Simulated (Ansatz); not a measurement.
SiO⁺, quartet along the distance Si1-O2

Starting geometry (PBE0/def2-TZVP stationary point for this spin):

```yaml
atoms:
  - { symbol: Si, position_ang: [0.0000, 0.0000, 0.0000] }
  - { symbol: O, position_ang: [0.0000, 0.0000, 1.7135] }
```

From there O2 moves along the line of the two atoms named below, all else staying in place; atoms are numbered as listed. Energies are in kcal/mol, counted from the starting geometry at the same level. Kohn–Sham curves are unrestricted where that lies lower.

Basis cc-pVDZ; Ansatz 0.2.0. Only valence electrons are correlated (noble-gas cores frozen).

The determinant at some points fills πx and πy unequally, so it is a mixture of Σ and Δ, which weighs on every level built on one determinant. The reference follows the lowest state, whose symmetry changes along the scan.

Full CI is exact within this basis and frozen core; it isn't the basis-set limit.

| distance Si1-O2 (Å) | B3LYP |
| --- | --- |
| 1.539 | 18.1 |
| 1.714 | 0.0 |
| 1.869 | -1.5 |
| 2.366 | -4.9 |
| 3.207 | 2.4 |
| 4.617 | 10.9 |

Problem. Estimate the full CI curve in cc-pVDZ from this one, knowing how B3LYP differs from it in such a basis.

Solution. The computed full CI values, in kcal/mol from the starting point, and the difference of B3LYP against them:
| distance Si1-O2 (Å) | full CI | B3LYP less full CI |
| --- | --- | --- |
| 1.539 | 17.9 | 0.2 |
| 1.714 | 0.0 | 0.0 |
| 1.869 | -1.0 | -0.5 |
| 2.366 | -5.7 | 0.8 |
| 3.207 | 0.1 | 2.3 |
| 4.617 | 6.5 | 4.4 |

The difference spans 4.9 kcal/mol and is largest, 4.4 kcal/mol, at 4.617 Å.

In so small a basis the reference is far from its limit while semilocal and hybrid functionals are nearer theirs, so the functionals' errors here hold much of the reference's basis and frozen-core error, which can add to them or hide them.
